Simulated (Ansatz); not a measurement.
**BHS2 (SMILES B1SS1): one structure at several levels**

One table from this session's results is given with a row withheld; the runs are named, their logs left out.

Method: single points in def2-TZVPP; program: Ansatz 0.2.0, Gaussian basis.

Cores are frozen in the correlated methods.

## The system as given

SMILES `B1SS1`, 4 atoms, charge 0, spin multiplicity 1.

Atoms are counted from 1 here; the program's logs count them from 0.

Bond lengths: B1–S2 1.759 Å, B1–S3 1.809 Å, B1–H4 1.372 Å, S2–S3 2.196 Å. Angles: S2–B1–S3 75.9°, S2–B1–H4 134.1°, S3–B1–H4 149.1°, B1–S2–S3 53.1°, B1–S3–S2 51.0°.

Coordinates:

```
atom    x (Å)    y (Å)    z (Å)
  B1   0.3859  -0.1646  -0.0360
  S2  -0.4631   1.0858   0.8641
  S3  -1.2952  -0.2079  -0.7029
  H4   1.6251  -0.7430   0.0699
```

Set-up of the first run:

run/in.yaml

```yaml
crystal:
  periodic: [false, false, false]
  atoms:
    - {symbol: B, position_ang: [0.385853, -0.164613, -0.036039]}
    - {symbol: S, position_ang: [-0.463069, 1.085760, 0.864118]}
    - {symbol: S, position_ang: [-1.295245, -0.207912, -0.702907]}
    - {symbol: H, position_ang: [1.625148, -0.742966, 0.069889]}
basis:
  gaussian: {orbitals: def2-TZVPP}
hamiltonian: {xc: pbe, dispersion: d4}
output: {forces: true}
```

Launch:

```bash
$ ansatz run in.yaml --threads 2 --pin off --events-out ev --progress --plain --max-ram 3481MiB
```

Steps of the session up to this table: PBE-D4/def2-TZVPP; r2SCAN-D4/def2-TZVPP; PBE0-D4/def2-TZVPP; wB97M-V/def2-TZVPP; CCSD(T)/def2-TZVPP.

One of the session's tables, all rows but one given; the rest of the session is left out.

| method | RMS force component (eV/Å) | angle to CCSD(T) forces (°) | dipole (D) |
| --- | --- | --- | --- |
| PBE-D4 | 1.127 | 2.4 | 0.61 |
| r2SCAN-D4 | 1.193 | 8.2 | 0.73 |
| PBE0-D4 | 1.195 | 13.4 | 0.77 |
| wB97M-V | ? | ? | ? |
| CCSD(T) | 1.230 | reference | 0.72 |

**Question.** Estimate the row for wB97M-V.

**Answer.** RMS force component (eV/Å): 1.249; angle to CCSD(T) forces (°): 11.8; dipole (D): 0.76. In the column «RMS force component (eV/Å)» it is the highest.

To keep in mind: CCSD(T) in triple zeta still lacks some correlation energy of the bonds, so part of these gaps is its own basis error and they don't rank the functionals.
